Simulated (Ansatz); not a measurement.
# Relaxing Nb

Level of theory: DFT PBEsol, scalar-relativistic, plane waves, PAW in Ansatz. Cutoff 420 eV, Γ-centred k mesh, Gaussian smearing, no spin polarisation in the final step.

Nb was placed on the diamond structure type (Fd-3m, No. 227), at a guessed volume.

```
CELL_PARAMETERS angstrom
0.00000 2.75274 2.75274
2.75274 0.00000 2.75274
2.75274 2.75274 0.00000
ATOMIC_POSITIONS crystal
Nb 0.50000 0.50000 0.50000
Nb 0.75000 0.75000 0.75000
```

Cell and atoms relax at zero pressure; the relaxation can't lower the symmetry of the start. After a coarse first stage the cell is made exact in the group found at 0.06 Å.

Energies count from the standard state of Nb at the same level.

Question: Which crystal results?

Answer: It keeps Fd-3m (No. 227). The result has the diamond structure. Conventional cell: a = 5.806 Å. Nb has 4 Nb at 2.51 Å.

Space group Fd-3m:1 (No. 227). a = 5.806 Å, b = 5.806 Å, c = 5.806 Å, α = 90.00°, β = 90.00°, γ = 90.00°
| atom | site | symmetry | x | y | z |
| --- | --- | --- | --- | --- | --- |
| Nb | 8a | -43m | 0.5000 | 0.0000 | 0.5000 |

Question: What are its volume, energy, density and gap?

Answer: The volume per atom is 24.46 Å³. The density is 6.31 g/cm³. The energy over the standard structure is 2.64 eV/atom and the gap on the 16×16×16 mesh is 0 eV (a metal).

The final run used a 16×16×16 mesh on its 2-atom cell and 0.10 eV smearing. For metals, differences of a few meV/atom aren't resolved. Symmetry constrained the relaxation, so the result can be a saddle point.

This diamond-type form isn't the element's structure at ambient conditions.